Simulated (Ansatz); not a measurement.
## GaAs⁺, doublet in cc-pVDZ: errors against full CI

Geometry: a point of a stretch scan, not a stationary point.

```
atom   x (Å)   y (Å)   z (Å)
  Ga  0.0000  0.0000  0.0000
  As  0.0000  0.0000  6.8230
```

Basis cc-pVDZ; Ansatz 0.2.0. Correlated methods freeze the noble-gas cores and the filled d shells of p-block atoms, which leaves 7 electrons in 26 orbitals. Prefix R: restricted or restricted open-shell reference; prefix U: unrestricted. Active spaces: pair = (3e, 3o) about the gap; valence = (7e, 8o) chosen from the atoms' valence shells. No spin–orbit coupling is included, and no scalar relativity.

Full CI is exact within this basis and frozen core; it isn't the basis-set limit. The frozen core follows each run's orbitals, which can shift R against U totals by a few meV for light atoms and by up to 0.1 eV past Ca.

For open shells CISD is restricted-active-space CI with the open shells as a complete middle space.

The UHF ⟨S²⟩ is 1.777 and the T1 diagnostic (RCCSD) is 0.0138. The largest doubles amplitude (RCCSD) is 0.413.

```
                   level  E − E(full CI) (meV)  share of correlation (%)  wall time
                     RHF                  3601                      0.00          –
                    RMP2                  1250                     65.29          –
                    CISD                   534                     85.17      5.5 s
                   RCCSD                   237                     93.43          –
                RCCSD(T)                   116                     96.78       19 s
                 BCCD(T)                   119                     96.69       18 s
                 RCCSDT*                     0                     99.99          –
              RCCSDT(Q)*                     0                     99.99       27 s
     CASSCF (pair space)                  3057                     15.12          –
     NEVPT2 (pair space)                   685                     80.98       15 s
     MRCISD (pair space)                   193                     94.64          –
   MRCISD+Q (pair space)                   -65                    101.80       15 s
  CASSCF (valence space)                  2103                     41.60          –
  NEVPT2 (valence space)                   499                     86.16        9 s
  MRCISD (valence space)                    63                     98.24          –
MRCISD+Q (valence space)                   -43                    101.19      9.5 s
```

An asterisk marks runs whose energy the program itself flagged as in doubt.

The correlation energy at full CI, counted from RHF, is -3.601 eV. That run took 3.1 min on 1 thread of Arm Neoverse V2, shared host over 9,717,824 determinants.

Run but not shown, since their state, orbitals or frozen core can't be matched to the reference's or they repeat it: UHF, UMP2, UCCSD, UCCSD(T), UCCSDT, UCCSDT(Q).

Times hold each run's SCF and search for its determinant on a shared host, so for small cases they say little of a method's own cost; they ran on 1 thread of Arm Neoverse V2.

More than 5 meV below full CI, which no variational method can be: MRCISD+Q (pair space), MRCISD+Q (valence space).

The full-CI state has the irrep B1 of C2v, in the program's axes (one component, if the state is degenerate).

Natural occupations of full CI about the gap: 1.952 1.904 1.120 0.991 0.861 0.031 0.031 0.031 0.018 0.011; effectively unpaired electrons, Σ n²(2−n)², 2.99. No single determinant describes this state well, so single-reference rows can miss without a flag.
